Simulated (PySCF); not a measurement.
# Oxygen: a sound run and one with changed settings

Sound run: O [He] 2s2 2p4, O⁺ [He] 2s2 2p3. All numbers are calculated (PySCF 2.14, no relativity, point nucleus, in 6-31G* (3s2p1d, 14 functions)). In the sound run the correlated levels freeze 1s2. The sound run starts from symmetry-adapted Hartree-Fock orbitals and uses a fine grid where one is needed.

A second run was set up differently.

```
species  method  sound run (hartree)  changed run (hartree)  converged
      O     UHF            -74.78318              -73.80415        yes
      O  r2SCAN            -75.02240              -74.01528        yes
      O     LDA            -74.48571              -73.45135        yes
      O     MP2            -74.87816              -73.80415        yes
     O⁺     UHF            -74.34108              -73.44358        yes
     O⁺  r2SCAN            -74.52150              -73.60160        yes
     O⁺     LDA            -73.97786              -73.04232        yes
     O⁺     MP2            -74.40172              -73.44358        yes
```

Ionisation energy of O:

| method | sound run (eV) | changed run (eV) |
| --- | --- | --- |
| UHF | 12.030 | 9.812 |
| r2SCAN | 13.630 | 11.257 |
| LDA | 13.819 | 11.130 |
| MP2 | 12.965 | 9.812 |
| SCS-MP2 | 12.965 | 9.812 |

Task: What was changed?
A. minimal basis
B. a valence shell is frozen
C. level shift left on
D. all electrons correlated in a valence basis

Result: A. It used basis STO-3G. A minimal basis cannot let orbitals breathe on ionisation and holds almost no correlation.
